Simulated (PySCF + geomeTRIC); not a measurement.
Calculation: PySCF + geomeTRIC with M06-2X/def2-TZVP. fastk is a local helper that only speeds up exchange builds. No frequencies were computed at this level.

```python
import json, numpy as np
from pyscf import gto, dft
from fastk import lowrank_exchange
atoms = """
O      0.481665    -0.000003    -0.000002
H     -0.481665     0.000003     0.000002
"""
def scf(charge, spin, dm0=None):
    mol = gto.M(atom=atoms, basis='def2-tzvp', ecp={}, charge=charge, spin=spin, verbose=3, max_memory=3780)
    mf = dft.KS(mol, xc='m062x').density_fit(auxbasis="def2-universal-jkfit")
    mf.grids.level = 4
    mf.conv_tol = 1e-8
    mf.max_cycle = 60
    mf.kernel(dm0)
    if not mf.converged:
        mf = mf.newton().run(mf.mo_coeff, mf.mo_occ).undo_soscf()
    return mf
mf = scf(0, 1)
lowrank_exchange(mf)  # same exchange matrices as the stock routine, built faster for response steps
mo, _, stable, _ = mf.stability(return_status=True)
if not stable:
    mf.kernel(mf.make_rdm1(mo, mf.mo_occ))
del mf.get_jk
from pyscf.geomopt.geometric_solver import kernel as optimize
path = []
done, mol = optimize(mf, maxsteps=80, assert_convergence=False, callback=lambda env: path.append((env["energy"], bool(env["g_scanner"].converged))))
res = dict(converged=bool(done and path[-1][1]), energy=path[-1][0], path=[e for e, c in path], xyz=mol.atom_coords(unit="Angstrom").tolist(), nao=mol.nao)
json.dump(res, open("result.json", "w"))
```

Output:

```
converged SCF energy = -75.7319687275021  <S^2> = 0.75265172  2S+1 = 2.00265
<class 'pyscf.df.df_jk.DFUKS'> wavefunction is stable in the internal stability analysis
Geometry optimization cycle 1
converged SCF energy = -75.7319687275943  <S^2> = 0.752652  2S+1 = 2.0026502
cycle 1: E = -75.7319687276  dE = -75.732  norm(grad) = 0.0138786
Geometry optimization cycle 2
converged SCF energy = -75.7320576418554  <S^2> = 0.75269186  2S+1 = 2.00269
cycle 2: E = -75.7320576419  dE = -8.89143e-05  norm(grad) = 0.000576064
Geometry optimization cycle 3
converged SCF energy = -75.7320577210827  <S^2> = 0.75269448  2S+1 = 2.0026927
cycle 3: E = -75.7320577211  dE = -7.92273e-08  norm(grad) = 0.000129337
<class 'geometric.internal.Distance'> : 1
<class 'geometric.internal.TranslationX'> : 1
<class 'geometric.internal.TranslationY'> : 1
<class 'geometric.internal.TranslationZ'> : 1
<class 'geometric.internal.RotationA'> : 1
<class 'geometric.internal.RotationB'> : 1
<class 'geometric.internal.RotationC'> : 1
Step    0 : Gradient = 9.814e-03/9.903e-03 (rms/max) Energy = -75.7319687276
Step    1 : Displace = 4.741e-03/4.741e-03 (rms/max) Trust = 1.000e-01 (=) Grad = 4.073e-04/4.870e-04 (rms/max) E (change) = -75.7320576419 (-8.891e-05) Quality = 1.008
Step    2 : Displace = 2.182e-04/2.182e-04 (rms/max) Trust = 1.414e-01 (+) Grad = 9.145e-05/1.073e-04 (rms/max) E (change) = -75.7320577211 (-7.923e-08) Quality = 0.158
Converged! =D
```

Cost: roughly 40 core-seconds.
